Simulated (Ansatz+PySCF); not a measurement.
Results of a calculation; reference values are marked as such.
This Ansatz input gave a total energy of -154.73751 hartree.

```yaml
crystal:
  periodic: [false, false, false]
  atoms:
    - { symbol: C, position_ang: [0.0, 0.00337, -0.66918] }
    - { symbol: C, position_ang: [0.0, -0.00337, 0.66918] }
    - { symbol: C, position_ang: [0.0, 1.025, -1.3597] }
    - { symbol: C, position_ang: [0.0, -1.025, 1.3597] }
    - { symbol: H, position_ang: [0.0, -0.89864, -1.12188] }
    - { symbol: H, position_ang: [0.0, 0.89864, 1.12188] }
    - { symbol: H, position_ang: [0.0, 0.98209, -2.36391] }
    - { symbol: H, position_ang: [0.0, 1.94021, -0.93936] }
    - { symbol: H, position_ang: [0.0, -0.98209, 2.36391] }
    - { symbol: H, position_ang: [0.0, -1.94021, 0.93936] }
basis:
  gaussian: { orbitals: def2-SVP }
hamiltonian:
  xc: hf
```

Problem. Write an input for PySCF with the same method and basis set.

Solution.

```python
from pyscf import gto, scf

mol = gto.M(atom="""
C 0.000000 0.003370 -0.669180
C 0.000000 -0.003370 0.669180
C 0.000000 1.025000 -1.359700
C 0.000000 -1.025000 1.359700
H 0.000000 -0.898640 -1.121880
H 0.000000 0.898640 1.121880
H 0.000000 0.982090 -2.363910
H 0.000000 1.940210 -0.939360
H 0.000000 -0.982090 2.363910
H 0.000000 -1.940210 0.939360
""", basis='def2-svp', charge=0, spin=0)
mf = scf.RHF(mol)
mf.init_guess = 'minao'
mf.kernel()
while True:  # follow internal instabilities
    mo, _, stable, _ = mf.stability(return_status=True)
    if stable: break
    mf.kernel(mf.make_rdm1(mo, mf.mo_occ))
print(mf.converged, mf.e_tot, mf.spin_square()[0])
```

PySCF 2.14.0 gave -154.73751 hartree, 0.01 meV from the first.
